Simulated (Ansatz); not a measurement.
# Lutetium, hcp under LDA: how the Fermi-Dirac smearing moves the result

How small must the Fermi-Dirac smearing width be for energy and pressure to settle? The geometry was relaxed under LDA beforehand and stays fixed; 6 values are run, from 0.01 to 1.0 eV. Wanted are the values from which on the energy stays within 10 and 1 meV/atom, and the pressure within 0.5 GPa, of the narrowest run. Within the series other settings stay, but some runs also write fields, which adds to their time. Spin polarisation is left out.

Method: DFT LDA, plane waves with PAW, scalar-relativistic, in Ansatz 0.2.0.

## Step 1: The structure to begin with

Symmetry: P6_3/mmc, No. 194, hexagonal system. Conventional cell: a = 3.382 Å, b = 3.382 Å, c = 5.252 Å, α = 90.00°, β = 90.00°, γ = 120.00°. Lu (site symmetry -6m2) is surrounded by 12 Lu at 3.27 to 3.38 Å.

As a file:

```
CELL_PARAMETERS angstrom
3.38239 0.00000 0.00000
-1.69120 2.92924 0.00000
0.00000 0.00000 5.25241
ATOMIC_POSITIONS crystal
Lu 0.33333 0.66667 0.25000
Lu 0.66667 0.33333 0.75000
```

## Step 2: With a width of 0.01 eV

The run at 0.01 eV.

Input file input.yaml:

```yaml
crystal:
  lattice:
    - [3.3823924653, 0.0, 0.0]
    - [-1.6911962327, 2.9292378005, 0.0]
    - [0.0, 0.0, 5.2524129119]
  atoms:
    - { symbol: Lu, position: [0.3333333333, 0.6666666667, 0.25] }
    - { symbol: Lu, position: [0.6666666667, 0.3333333333, 0.75] }
hamiltonian:
  xc: lda
  pseudopotentials:
    kind: paw
    azcp:
      Lu: "pseudopotentials/Lu.paw.azcp"
basis:
  ecutwfc: 420
  fft_grid_basis: typed
kpoints:
  mp_grid: { grid: [11, 11, 6], shift: [0, 0, 0] }
magnetization:
  spin_polarized: false
scf:
  occupations: { method: fermi_dirac, width: 0.01 }
  lower_state_search: "off"
output:
  stress: true
```

On the command line:

```
$ ansatz run input.yaml --threads 2 --pin off --max-ram 5120MiB --backend cpu --events-out ev --progress --plain --runs-dir out
```

## Step 3: With a width of 0.03 eV

The run at 0.03 eV.

input.yaml, as its differences from that of step 2:

```diff
@@ -22,3 +22,3 @@
 scf:
-  occupations: { method: fermi_dirac, width: 0.01 }
+  occupations: { method: fermi_dirac, width: 0.03 }
   lower_state_search: "off"
@@ -26 +26,5 @@
   stress: true
+  write_density: true
+  write_potential: true
+  elf: true
+  volumetric_format: npy
```

## Step 4: With a width of 0.2 eV

The run at 0.2 eV.

input.yaml, as its differences from that of step 3:

```diff
@@ -22,3 +22,3 @@
 scf:
-  occupations: { method: fermi_dirac, width: 0.03 }
+  occupations: { method: fermi_dirac, width: 0.2 }
   lower_state_search: "off"
```

## Step 5: With a width of 0.3 eV

The run at 0.3 eV.

input.yaml, as its differences from that of step 4:

```diff
@@ -22,3 +22,3 @@
 scf:
-  occupations: { method: fermi_dirac, width: 0.2 }
+  occupations: { method: fermi_dirac, width: 0.3 }
   lower_state_search: "off"
@@ -26,5 +26 @@
   stress: true
-  write_density: true
-  write_potential: true
-  elf: true
-  volumetric_format: npy
```

## Step 6: With a width of 0.6 eV

The run at 0.6 eV.

input.yaml, as its differences from that of step 5:

```diff
@@ -22,3 +22,3 @@
 scf:
-  occupations: { method: fermi_dirac, width: 0.3 }
+  occupations: { method: fermi_dirac, width: 0.6 }
   lower_state_search: "off"
@@ -26 +26,5 @@
   stress: true
+  write_density: true
+  write_potential: true
+  elf: true
+  volumetric_format: npy
```

## Step 7: With a width of 1.0 eV

The run at 1.0 eV.

input.yaml, as its differences from that of step 6:

```diff
@@ -22,3 +22,3 @@
 scf:
-  occupations: { method: fermi_dirac, width: 0.6 }
+  occupations: { method: fermi_dirac, width: 1.0 }
   lower_state_search: "off"
```

(Steps that only read results are left out.)

**Question.** What will these runs give?

**Answer**, as computed:

| quantity | value |
| --- | --- |
| E(σ → 0) stays within 10 meV/atom of 0.01 eV | up to 0.2 eV |
| E(σ → 0) stays within 1 meV/atom | up to 0.03 eV |
| pressure stays within 0.5 GPa | up to 0.03 eV |
| pressure at 0.01 eV | -0.32 GPa |
| energy of a separate run on a finer mesh (18×18×10) | +3.5 meV/atom from 0.01 eV |

In words: At 1.0 eV the energy differs by +17.8 meV/atom and the pressure by +5.5 GPa. Over the range F shifts by -1879.1 meV/atom, while E(σ → 0) shifts by +17.8. With this scheme F falls about as the square of the width. The mesh (11×11×6) is fixed, so the narrowest widths carry a k-point error of their own. The yardstick itself is unsettled by 3.5 meV/atom against the finer mesh, so the thresholds above hold only within this series, and wider smearing, which averages over more states, can land nearer the fine-mesh value than the narrowest does. The cell taken over is 12 % smaller than the measured one (29.50 Å³/atom, COD), which weighs on all values here.
